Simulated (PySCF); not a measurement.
Match the calculated data to a structure.

All candidates are C4H3N.

| technique | computed result |
| --- | --- |
| Triplet | lowest triplet excitation (Tamm–Dancoff): 4.32 eV [TDA wB97X-D/def2-SVPD] |
| Dipole | 5.37 D [wB97X-D/def2-SVPD] |
| Couplings | largest of the computed one-bond spin–spin couplings (means over like bonds): 13C–13C +232.8, 13C–13C +174.5, 13C–1H +139.5 (×3), 13C–13C +74.1, 15N–13C -25.3 Hz [B3LYP/pcJ-1] |
| UV, strongest line | among the 8 lowest singlet transitions: S4/S5 at 7.87 eV (158 nm, f = 0.015 summed over these states) [TDDFT wB97X-D/def2-SVPD] |
| UV, first state | lowest singlet excitation: 5.23 eV (237 nm, f = 0.000) [TDDFT wB97X-D/def2-SVPD] |
| 13C NMR | chemical shifts (computed TMS as zero) by class: 111.6 (1 C), 86.7 (1 C), 63.0 (1 C), 4.7 (1 C) ppm [GIAO PBE0/pcSseg-1] |
| Rotational structure | rotational constants A, B, C: 159.112, 2.099, 2.099 GHz [GFN2-xTB] |

The electronic properties come from PySCF, for the isolated species, density fitting. Levels stand in brackets. Isolated species at its GFN2-xTB geometry, gas phase. NMR classes are plain means over equivalent atoms (diastereotopic ones count apart unless rotation or inversion swaps them), as if these changed places fast.

Question: Which candidate is it?
A. `C#CCC#N`
B. `C#C[C@@H]1C=N1`
C. `CC#CC#N`

Answer: C. It is `CC#CC#N`. Numbering: `[CH3:1][C:2]#[C:3][C:4]#[N:5]`. Its formula, C4H3N, gives 4 degrees of unsaturation: 0 rings and 4 π bonds in the structure found. 4 carbons fall into 4 classes; from least to most shielded: nitrile carbon [C4] (111.6 ppm), alkyne carbon [C2] (86.7 ppm), alkyne carbon [C3] (63.0 ppm), propargylic carbon [C1] (4.7 ppm). The couplings run between: +232.8 Hz, alkyne carbon [C2] and alkyne carbon [C3]; +174.5 Hz, alkyne carbon [C3] and nitrile carbon [C4]; +139.5 Hz, propargylic carbon [C1] and its hydrogen (with 2 like pairs); +74.1 Hz, propargylic carbon [C1] and alkyne carbon [C2]; -25.3 Hz, nitrile nitrogen [N5] and nitrile carbon [C4]. The optimised geometry has point group C3v and is a prolate symmetric top.

The others, at the same levels:
- `C#CCC#N` fails: its computed 13C shifts are 118.3 (1 C), 79.6 (1 C), 77.0 (1 C), 8.8 (1 C) ppm, lowest singlet excitation is 6.73 eV (184 nm, f = 0.000) (against 5.23 eV) and lowest triplet excitation (Tamm–Dancoff) is 5.60 eV (against 4.32 eV).
- `C#C[C@@H]1C=N1` fails: its computed 13C shifts are 172.1 (1 C), 91.2 (1 C), 71.3 (1 C), 14.4 (1 C) ppm, lowest singlet excitation is 4.88 eV (254 nm, f = 0.006) (against 5.23 eV) and strongest line among the 8 lowest singlet transitions is S7 at 7.54 eV (164 nm, f = 0.041) (against S4/S5 at 7.87 eV).
